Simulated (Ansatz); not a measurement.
# ClH3Si: the cost of one run

Method: RKS r2SCAN-D4/def2-SVP, in Ansatz 0.2.0.

## 1. The starting structure

Bond lengths: Si1–Cl2 2.130 Å, Si1–H3 1.460 Å, Si1–H4 1.459 Å, Si1–H5 1.459 Å. Angles: Cl2–Si1–H3 109.5°, Cl2–Si1–H4 109.5°, Cl2–Si1–H5 109.5°, H3–Si1–H4 109.5°, H3–Si1–H5 109.5°, H4–Si1–H5 109.5°.

As a file:

```xyz
5

Si    0.0000    0.0000    0.0000
Cl    0.0000    0.0000    2.1300
H     1.3768    0.0000   -0.4862
H    -0.6877    1.1914   -0.4862
H    -0.6877   -1.1914   -0.4862
```

## 2. Relaxing the start

File input.yaml:

```yaml
crystal:
  periodic: [false, false, false]
  atoms:
    - { symbol: Si, position_ang: [0.0, 0.0, 0.0] }
    - { symbol: Cl, position_ang: [0.0, 0.0, 2.13] }
    - { symbol: H, position_ang: [1.3768, 0.0, -0.4862] }
    - { symbol: H, position_ang: [-0.6877, 1.1914, -0.4862] }
    - { symbol: H, position_ang: [-0.6877, -1.1914, -0.4862] }
basis:
  gaussian: { orbitals: def2-SVP }
hamiltonian:
  xc: r2scan
  dispersion: d4
relax:
  f_tol: 0.02
  max_steps: 40
```

Command:

```
ansatz run input.yaml --threads 1 --pin off --max-ram 2048MiB --backend cpu --events-out ev --progress --plain --runs-dir out
```

Q: Estimate wall time and peak memory on 1 thread of Arm Neoverse V1, shared host.

About 9.2 s, with a peak of 0.12 GiB.
